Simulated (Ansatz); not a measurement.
**CHAlO+ (quartet): from Hartree-Fock to the top rungs, cc-pVDZ**

How much of the correlation energy of CHAlO+ (quartet) does each wave-function method recover here?

The runs use Ansatz 0.2.0, Gaussian basis; cc-pVDZ, core rule «outside noble gas», up to 7 orbitals frozen.

To be run: UHF; CCSD(T) on ROHF; CCSD(T) on UHF; BCCD(T) on ROHF; CISD; CCSDT(Q) on ROHF; CCSDT(Q) on UHF.

22 further runs of the same task are left out: 4 that didn't finish, 18 set aside as unsound or not needed.

## Step 1: What is computed

The geometry is a PBE0/def2-TZVP stationary point (not a proven minimum) of the parent state, kept for this charge and spin.

4 atoms, charge 1, spin multiplicity 4.

Atoms are counted from 1 here; the program's logs count them from 0.

Bond lengths: Al1–C2 1.926 Å, Al1–H4 1.582 Å, C2–O3 1.150 Å. Angles: C2–Al1–H4 114.0°, Al1–C2–O3 172.0°.

## Step 2: UHF

in.yaml

```yaml
crystal:
  periodic: [false, false, false]
  atoms:
    - {symbol: Al, position_ang: [0.000000, -0.106146, 1.272497]}
    - {symbol: C, position_ang: [0.000000, 0.083663, -0.643702]}
    - {symbol: O, position_ang: [0.000000, 0.036255, -1.792225]}
    - {symbol: H, position_ang: [0.000000, 1.269000, 2.055591]}
basis:
  gaussian: {orbitals: cc-pVDZ}
total_charge: 1
magnetization: {spin_polarized: true, initial_magnetization: 3}
hamiltonian: {xc: hf}
output: {orbitals: {seedname: orbitals}}
```

Run with:

```console
$ ansatz run in.yaml --threads 1 --pin off --events-out ev --progress --plain --max-ram 2393MiB
```

Further steps of the session: CCSD(T) on ROHF; CCSD(T) on UHF; BCCD(T) on ROHF; CISD; CCSDT(Q) on ROHF; CCSDT(Q) on UHF.

**Question.** What will the summary of the whole plan be? Wanted: UCCSDT(Q) below the RHF energy; RMP2 from UCCSDT(Q); UMP2 from UCCSDT(Q); RCCSD from UCCSDT(Q); RCCSD(T) from UCCSDT(Q); UCCSD(T) from UCCSDT(Q); RCCSDT(Q) from UCCSDT(Q); T1 diagnostic.

The runs gave:

| quantity | value |
| --- | --- |
| UCCSDT(Q) below the RHF energy | -9.4738 eV |
| RMP2 from UCCSDT(Q) | +686.7 meV |
| UMP2 from UCCSDT(Q) | +717.5 meV |
| RCCSD from UCCSDT(Q) | +471.5 meV |
| RCCSD(T) from UCCSDT(Q) | +80.2 meV |
| UCCSD(T) from UCCSDT(Q) | +82.0 meV |
| RCCSDT(Q) from UCCSDT(Q) | +6.2 meV |
| levels within 1 kcal/mol (43 meV) | RCCSDT(Q) |
| T1 diagnostic | 0.029 |

**Reading.** RCCSD(T) lands +80.2 meV from the yardstick (0.8 % of the correlation energy). These misses are within one basis, not against nature; the frozen cores of restricted and unrestricted runs differ, which can shift their rows.
